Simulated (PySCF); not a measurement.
**Spin–spin coupling constants**

Molfile (atoms numbered from 1):
```
C3FN2
     RDKit          3D

  6  5  0  0  0  0  0  0  0  0999 V2000
   -2.2739   -0.8117   -0.0654 N   0  0  0  0  0  0  0  0  0  0  0  0
   -1.2282   -0.2717   -0.0588 C   0  0  0  0  0  0  0  0  0  0  0  0
    0.0016    0.3720   -0.0523 C   0  0  0  0  0  0  0  0  0  0  0  0
    0.0014    1.7491   -0.2118 F   0  0  0  0  0  0  0  0  0  0  0  0
    1.2307   -0.2536    0.1058 C   0  0  0  0  0  0  0  0  0  0  0  0
    2.2746   -0.7802    0.2394 N   0  0  0  0  0  0  0  0  0  0  0  0
  1  2  3  0
  2  3  1  0
  3  4  1  0
  3  5  1  0
  5  6  3  0
M  CHG  1   3  -1
M  END
```

Method: B3LYP/pcJ-1//PBE0-D3(BJ)/def2-SVP, PySCF; isolated molecule, single conformer, non-relativistic. Couplings are averaged over pairs made equivalent by symmetry, fast rotation or ring inversion, so a value needn't be that of the named pair in this geometry, while other rotamers aren't included; one pair stands for each set, and the list holds those of at least 1.5 Hz over up to four bonds. One-bond C–F couplings come out tens of Hz too large with common functionals.

Isotopes: $^{13}$C, $^{19}$F, $^{15}$N.

```csv
pair,bonds,J (Hz)
"N1, C2",1,-18.2
"C2, C3",1,141.6
"C3, F4",1,-188.5
"N1, C3",2,5.0
"C2, F4",2,32.6
"C2, C5",2,?
"N1, F4",3,?
```

Task: Estimate the withheld couplings, with signs.

Result: 
- $^{2}J$(C2,C5) = 16.8 Hz (angle at C3 125°)
- $^{3}J$(N1,F4) = -21.5 Hz
